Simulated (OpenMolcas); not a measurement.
**HNO2 (SMILES O=NO): levels of theory compared**

We compute a comparison of 3 runs (M06-2X/STO-3G, PBE0/STO-3G, UB3LYP/STO-3G) of HNO2. 

The calculation is run with OpenMolcas 26.06.

6 further runs of the same task are left out: 1 for a known fault of the program, 5 that didn't finish.

**1. The system as given**

HNO2: 4 atoms, total charge 0, spin state singlet. SMILES: `O=NO`. The N2–O3 distance was set to 2.795 Å, away from the relaxed value. At this shape a bond of the SMILES string is far longer than usual.

Bond lengths: O1–N2 1.162 Å, O3–H4 0.967 Å.

**2. The energy at M06-2X/STO-3G (run 1)**

test.input

```
* HNO2 Kohn-Sham DFT

&GATEWAY
 BASLIB = $CurrDir
 COORD
 4
 angstrom
 O        1.096456      -0.806838       2.307288
 N        1.002956      -1.273468       1.247398
 O       -0.362650       0.434660      -0.492650
 H       -0.371140      -0.062490      -1.321980
 BASIS = STO-3G
 GROUP = NoSym

&SEWARD
 GRIDINPUT
 Grid=UltraFine
 End of Grid

&SCF
 KSDFT = M062X
 THRESHOLDS = 1e-10 1e-07 1e-07 1e-05
 PRORBITALS = 1 1
```

The basis set STO-3G is read from a file made from the Basis Set Exchange's data (not shown).

Started as:

```
export MOLCAS_MEM=1860
pymolcas test.input > test.log
```

Log:

```text
--- Start Module: gateway ---
[...]
--- Stop Module: gateway /rc=_RC_ALL_IS_WELL_ ---
--- Start Module: seward ---
[...]
      Basis functions           16
--- Stop Module: seward /rc=_RC_ALL_IS_WELL_ ---
--- Start Module: scf ---
[...]
       Convergence after  16 Iterations
[...]
::    Total KS-DFT energy                            -202.6778371264
[...]
      Total spin, S                                     0.0000000000
[...]
      Total electronic charge=   24.000000
      Total            charge=   -0.000000
[...]
      Dipole Moment (debye):
      Origin of the operator (angstrom)=    0.5406   -0.5074    0.9608
                   X=  8.4178E-01               Y= -1.3025E+00               Z=  6.7037E-01           Total=  1.6895E+00
      Quadrupole Moment (debye*angstrom):
[...]
--- Stop Module: scf /rc=_RC_ALL_IS_WELL_ ---
[...]
```

Run time: 4.5 s. Hardware: 1 thread of Arm Neoverse V2, shared host; peak memory 0.37 GiB.

**3. The energy at PBE0/STO-3G (run 2)**

test.input

```
* HNO2 Kohn-Sham DFT

&GATEWAY
 BasLib=$CurrDir
 Coord
 4
 angstrom
 O        1.096456      -0.806838       2.307288
 N        1.002956      -1.273468       1.247398
 O       -0.362650       0.434660      -0.492650
 H       -0.371140      -0.062490      -1.321980
 Basis=STO-3G
 Group=NoSym

&SEWARD
 GridInput
 Grid=UltraFine
 End of Grid

&SCF
 KSDFT=PBE0
 Thresholds=1e-10 1e-07 1e-07 1e-05
 PrOrbitals=1 1
```

The basis set STO-3G is read from a file made from the Basis Set Exchange's data (not shown).

Started as:

```
export MOLCAS_MEM=1860
pymolcas test.input > test.log
```

Log:

```text
--- Start Module: gateway ---
[...]
--- Stop Module: gateway /rc=_RC_ALL_IS_WELL_ ---
--- Start Module: seward ---
[...]
      Basis functions           16
--- Stop Module: seward /rc=_RC_ALL_IS_WELL_ ---
--- Start Module: scf ---
[...]
       Convergence after  21 Iterations
[...]
::    Total KS-DFT energy                            -202.5277808116
[...]
      Total spin, S                                     0.0000000000
[...]
      Total electronic charge=   24.000000
      Total            charge=   -0.000000
[...]
      Dipole Moment (debye):
      Origin of the operator (angstrom)=    0.5406   -0.5074    0.9608
                   X=  8.2619E-01               Y= -1.2587E+00               Z=  6.8963E-01           Total=  1.6560E+00
      Quadrupole Moment (debye*angstrom):
[...]
--- Stop Module: scf /rc=_RC_ALL_IS_WELL_ ---
[...]
```

It took 4.5 s on 1 thread of Arm Neoverse V2, shared host; peak memory 0.37 GiB.

**4. A single-point energy at UB3LYP/STO-3G (run 3)**

test.input

```
>>> EXPORT MOLCAS_PRINT=2

&GATEWAY
  BasLib=$CurrDir
  Coord
  4
  angstrom
  O        1.096456      -0.806838       2.307288
  N        1.002956      -1.273468       1.247398
  O       -0.362650       0.434660      -0.492650
  H       -0.371140      -0.062490      -1.321980
  Basis=STO-3G
  Group=NoSym

&SEWARD
  GridInput
  Grid=UltraFine
  End of Grid

&SCF
  UHF
  KSDFT=B3LYP
  Thresholds=1e-10 1e-07 1e-07 1e-05
  Scramble=0.25
  PrOrbitals=1 1
```

The basis set STO-3G is read from a file made from the Basis Set Exchange's data (not shown).

Started as:

```
export MOLCAS_MEM=1860
pymolcas test.input > test.log
```

Log:

```text
--- Start Module: gateway ---
[...]
--- Stop Module: gateway /rc=_RC_ALL_IS_WELL_ ---
--- Start Module: seward ---
[...]
      Basis functions           16
--- Stop Module: seward /rc=_RC_ALL_IS_WELL_ ---
--- Start Module: scf ---
[...]
       Convergence after  42 Iterations
[...]
::    Total KS-DFT energy                            -202.7811173672
[...]
      Total spin, S                                     0.6063507540
[...]
      Total electronic charge=   24.000000
      Total            charge=   -0.000000
[...]
      Dipole Moment (debye):
      Origin of the operator (angstrom)=    0.5406   -0.5074    0.9608
                   X=  1.0800E-01               Y= -5.3590E-01               Z= -5.0846E-01           Total=  7.4659E-01
      Quadrupole Moment (debye*angstrom):
[...]
--- Stop Module: scf /rc=_RC_ALL_IS_WELL_ ---
[...]
```

Run time: 12 s. Hardware: 1 thread of Arm Neoverse V2, shared host; peak memory 0.37 GiB.

**5. All runs side by side**

```
run          level  scramble  energy (Eh)  dipole moment (D)  HOMO energy (eV)  LUMO energy (eV)  wall time
  1  M06-2X/STO-3G         –  -202.677837               1.69             -3.49             -0.04      4.5 s
  2    PBE0/STO-3G         –  -202.527781               1.66             -2.72             -0.77      4.5 s
  3  UB3LYP/STO-3G      0.25  -202.781117               0.75             -3.05              0.04       12 s
```

**6. What came out**

```
            quantity          value
 run 3: total energy  -202.78112 Eh
run 3: dipole moment         0.75 D
  run 3: HOMO energy       -3.05 eV
  run 3: LUMO energy        0.04 eV
run 3: HOMO–LUMO gap        3.09 eV
         run 3: ⟨S²⟩          0.974
```

The dipole moment (its size) runs from 0.75 D (UB3LYP/STO-3G) to 1.69 D (M06-2X/STO-3G). The HOMO–LUMO gap runs from 1.95 eV (PBE0/STO-3G) to 3.45 eV (M06-2X/STO-3G). Totals of different functionals can't be ranked against each other. In runs 1, 2, 3 the basis is minimal, so the values are rough. In runs 1, 2 a closed-shell determinant meets a far-stretched bond, which it describes badly. Spin contamination of the reference: run 3 ⟨S²⟩ = 0.97. Where it is this large, the reference is a mixture of spin states, and values that rest on it are in doubt. All runs together took 21 s, the longest 12 s.
